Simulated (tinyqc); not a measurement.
Worked calculation (part 2 of 2): CCD on RHF in the sto-6g basis, frozen core, for BH2+, spin multiplicity 1. Computed by tinyqc, a small Python program that keeps every step (integrals from PySCF). Command: `OMP_NUM_THREADS=1 python tinyqc.py 30517 30518 out.jsonl` (the two numbers bound the seeds that draw the settings). One thread of a shared host (Intel(R) Xeon(R) Processor @ 2.60GHz), about 0.1 s of CPU time with the checks.

Geometry (angstrom):
```
atom         x          y         z
B     0.000000   0.000000  0.000000
H     0.000000   1.232000  0.482000
H     0.000000  -1.232000  0.482000
```

## Integrals over molecular orbitals

coefficients C:
```
              MO1        MO2        MO3        MO4       MO5        MO6        MO7
1B 1s    0.995337  -0.228000   0.000000   0.111826  0.000000  -0.178390   0.000000
1B 2s    0.018320   0.696293   0.000000  -0.489513  0.000000   0.949219   0.000000
1B 2px   0.000000   0.000000   0.000000   0.000000  1.000000   0.000000   0.000000
1B 2py   0.000000   0.000000   0.581454   0.000000  0.000000   0.000000   1.103445
1B 2pz   0.000166   0.082623   0.000000   0.847121  0.000000   0.594741   0.000000
2H 1s   -0.003041   0.302461   0.390862   0.232344  0.000000  -0.781895  -0.819054
3H 1s   -0.003041   0.302461  -0.390862   0.232344  0.000000  -0.781895   0.819054
```

core Hamiltonian H = T + V (hartree):
```
             1B 1s      1B 2s     1B 2px     1B 2py     1B 2pz      2H 1s      3H 1s
1B 1s   -13.244484  -3.289984   0.000000   0.000000  -0.011518  -0.641123  -0.641123
1B 2s    -3.289984  -4.158720   0.000000   0.000000  -0.101082  -1.530954  -1.530954
1B 2px    0.000000   0.000000  -3.341738   0.000000   0.000000   0.000000   0.000000
1B 2py    0.000000   0.000000   0.000000  -3.514204   0.000000  -1.348555   1.348555
1B 2pz   -0.011518  -0.101082   0.000000   0.000000  -3.368136  -0.542529  -0.542529
2H 1s    -0.641123  -1.530954   0.000000  -1.348555  -0.542529  -2.669154  -0.223224
3H 1s    -0.641123  -1.530954   0.000000   1.348555  -0.542529  -0.223224  -2.669154
```

Given earlier and not repeated: Two-electron integrals (ij|kl) in chemists' order.

(pq|rs) = sum C_ip C_jq C_kr C_ls (ij|kl), one index at a time.

one-electron integrals over orbitals h = C^T H C (hartree):
```
            1          2          3          4          5          6          7
1  -13.234588   0.293230   0.000000  -0.159223   0.000000   0.211738   0.000000
2    0.293230  -3.390605   0.000000   0.119823   0.000000  -0.508748   0.000000
3    0.000000   0.000000  -3.161388   0.000000   0.000000   0.000000  -0.567429
4   -0.159223   0.119823   0.000000  -3.246877   0.000000  -0.250042   0.000000
5    0.000000   0.000000   0.000000   0.000000  -3.341738   0.000000   0.000000
6    0.211738  -0.508748   0.000000  -0.250042   0.000000  -2.697491   0.000000
7    0.000000   0.000000  -0.567429   0.000000   0.000000   0.000000  -2.685372
```

Two-electron integrals over orbitals (pq|rs), unique and non-zero (hartree); the lowest 1 orbital is frozen and left out:
```
(22|22) 0.462125    (32|32) 0.142188    (33|22) 0.456130    (33|33) 0.475865
(42|22) 0.013482    (42|33) 0.014231    (42|42) 0.072756    (43|32) 0.024750
(43|43) 0.030233    (44|22) 0.445815    (44|33) 0.425448    (44|42) -0.073416
(44|44) 0.575779    (52|52) 0.075504    (53|53) 0.018715    (54|52) -0.029185
(54|54) 0.040025    (55|22) 0.469719    (55|33) 0.433864    (55|42) -0.038150
(55|44) 0.507846    (55|55) 0.587109    (62|22) 0.047962    (62|33) 0.009402
(62|42) -0.003244   (62|44) 0.062908    (62|55) 0.101030    (62|62) 0.088395
(63|32) -0.068942   (63|43) -0.026378   (63|63) 0.078809    (64|22) 0.024609
(64|33) 0.002457    (64|42) 0.005041    (64|44) 0.036535    (64|55) 0.040087
(64|62) 0.049998    (64|64) 0.035350    (65|52) 0.051464    (65|54) -0.010278
(65|65) 0.042524    (66|22) 0.463160    (66|33) 0.460461    (66|42) 0.053171
(66|44) 0.407766    (66|55) 0.440015    (66|62) 0.029813    (66|64) 0.019843
(66|66) 0.511815    (72|32) -0.013115   (72|43) -0.029424   (72|63) 0.051496
(72|72) 0.054389    (73|22) 0.046098    (73|33) 0.026267    (73|42) -0.049044
(73|44) 0.102989    (73|55) 0.110389    (73|62) 0.073910    (73|64) 0.037234
(73|66) -0.002978   (73|73) 0.108582    (74|32) -0.065382   (74|43) 0.003565
(74|63) 0.039504    (74|72) 0.004320    (74|74) 0.050304    (75|53) 0.016688
(75|75) 0.018461    (76|32) 0.120175    (76|43) 0.037198    (76|63) -0.082925
(76|72) -0.040151   (76|74) -0.055375   (76|76) 0.129654    (77|22) 0.460304
(77|33) 0.478082    (77|42) -0.002309   (77|44) 0.457465    (77|55) 0.456229
(77|62) 0.011984    (77|64) 0.000300    (77|66) 0.472416    (77|73) 0.036705
(77|77) 0.507976
```

## CCD: starting amplitudes

orbital energies (hartree): MO1 -8.034100, MO2 -0.954280, MO3 -0.822866, MO4 -0.215451, MO5 -0.164506, MO6 0.141526, MO7 0.298524

t_ij^ab = <ij||ab> / (e_i + e_j - e_a - e_b), whose energy is MP2.

Starting amplitudes (spin orbitals 1a, 1b, ...; amplitudes related by a flip of all spins are not repeated):
```
from      to          t
2a 2b  4a 4b  -0.049237
3a 3b  7a 7b  -0.048414
2a 2b  5a 5b  -0.047801
3a 3b  6a 6b  -0.040859
2a 2b  6a 6b  -0.040333
2a 3b  6a 7b  -0.033335
2a 3b  4a 7b   0.026365
3a 3b  4a 4b  -0.024887
2a 3b  6b 7a   0.023226
2a 2b  7a 7b  -0.021707
3a 3b  4a 6b   0.016782
2a 3b  4b 7a  -0.015817
3a 3b  5a 5b  -0.014213
2a 3a  4a 7a   0.010547
2a 3a  6a 7a  -0.010109
2a 2b  4a 6b   0.001768
```

correlation energy = -0.03403326 hartree

## CCD: amplitude update 1

t_ij^ab D_ij^ab are set to the remaining terms of the spin-orbital equations, evaluated with the old amplitudes; for the doubles these are <ij||ab> + 1/2 <ab||ef> t_ij^ef + 1/2 <mn||ij> t_mn^ab + P(ij)P(ab) <mb||ej> t_im^ae + terms in t^2, D the orbital-energy denominators.

Amplitudes after update 1 (spin orbitals 1a, 1b, ...; amplitudes related by a flip of all spins are not repeated):
```
from      to          t
2a 2b  4a 4b  -0.064416
2a 2b  5a 5b  -0.063789
3a 3b  7a 7b  -0.062239
3a 3b  6a 6b  -0.054385
2a 2b  6a 6b  -0.050478
2a 3b  6a 7b  -0.045327
2a 3b  4a 7b   0.035900
2a 3b  6b 7a   0.034064
3a 3b  4a 4b  -0.031785
2a 2b  7a 7b  -0.028977
3a 3b  4a 6b   0.027443
2a 3b  4b 7a  -0.023846
3a 3b  5a 5b  -0.012909
2a 3a  4a 7a   0.012054
2a 3a  6a 7a  -0.011264
2a 2b  4a 6b   0.001295
```

correlation energy = -0.04535506 hartree

## CCD: amplitude update 2

As before.

Amplitudes after update 2 (spin orbitals 1a, 1b, ...; amplitudes related by a flip of all spins are not repeated):
```
from      to          t
2a 2b  5a 5b  -0.069485
2a 2b  4a 4b  -0.069319
3a 3b  7a 7b  -0.066603
3a 3b  6a 6b  -0.059377
2a 2b  6a 6b  -0.053291
2a 3b  6a 7b  -0.049222
2a 3b  4a 7b   0.039248
2a 3b  6b 7a   0.038026
3a 3b  4a 4b  -0.033955
3a 3b  4a 6b   0.033543
2a 2b  7a 7b  -0.031996
2a 3b  4b 7a  -0.027237
2a 3a  4a 7a   0.012012
2a 3a  6a 7a  -0.011196
3a 3b  5a 5b  -0.009705
2a 2b  4a 6b   0.000899
```

correlation energy = -0.04925399 hartree

## CCD: amplitude update 3

t_ij^ab D_ij^ab are set to the remaining terms of the spin-orbital equations, evaluated with the old amplitudes; for the doubles these are <ij||ab> + 1/2 <ab||ef> t_ij^ef + 1/2 <mn||ij> t_mn^ab + P(ij)P(ab) <mb||ej> t_im^ae + terms in t^2, D the orbital-energy denominators. DIIS then mixes the stored amplitudes.

DIIS coefficients: -0.665659  1.665659

Amplitudes after update 3 (spin orbitals 1a, 1b, ...; amplitudes related by a flip of all spins are not repeated):
```
from      to          t
2a 2b  5a 5b  -0.073249
2a 2b  4a 4b  -0.072057
3a 3b  7a 7b  -0.068819
3a 3b  6a 6b  -0.062505
2a 2b  6a 6b  -0.054550
2a 3b  6a 7b  -0.051458
2a 3b  4a 7b   0.041423
2a 3b  6b 7a   0.040362
3a 3b  4a 6b   0.038888
3a 3b  4a 4b  -0.035296
2a 2b  7a 7b  -0.034055
2a 3b  4b 7a  -0.029613
2a 3a  4a 7a   0.011810
2a 3a  6a 7a  -0.011096
3a 3b  5a 5b  -0.005724
2a 2b  4a 6b   0.000372
```

correlation energy = -0.05160409 hartree

## CCD: convergence

E_corr = 1/4 sum <ij||ab> t_ij^ab; stop when the norm of the change is below 1e-8.

Course of the amplitude iterations:
```
update  correlation energy (hartree)  norm of the change
0                        -0.03403326                   -
1                        -0.04535506            9.24e-02
2                        -0.04925399            3.55e-02
3                        -0.05160409            1.52e-02
4                        -0.05159125            2.61e-03
5                        -0.05159895            4.77e-04
6                        -0.05159329            8.72e-05
7                        -0.05159656            2.08e-05
8                        -0.05159565            6.95e-06
9                        -0.05159564            6.83e-07
10                       -0.05159564            2.55e-07
11                       -0.05159564            1.56e-08
12                       -0.05159564            4.62e-09
```

Converged amplitudes (spin orbitals 1a, 1b, ...; amplitudes related by a flip of all spins are not repeated):
```
from      to          t
2a 2b  5a 5b  -0.073813
2a 2b  4a 4b  -0.071743
3a 3b  7a 7b  -0.068262
3a 3b  6a 6b  -0.062557
2a 2b  6a 6b  -0.054189
2a 3b  6a 7b  -0.051400
2a 3b  4a 7b   0.041632
3a 3b  4a 6b   0.040129
2a 3b  6b 7a   0.040126
3a 3b  4a 4b  -0.035758
2a 2b  7a 7b  -0.034225
2a 3b  4b 7a  -0.029686
2a 3a  4a 7a   0.011946
2a 3a  6a 7a  -0.011274
3a 3b  5a 5b  -0.004071
2a 2b  4a 6b  -0.000083
```

CCD total energy = -25.43462435 hartree

Converged in 12 updates, with DIIS from the third.
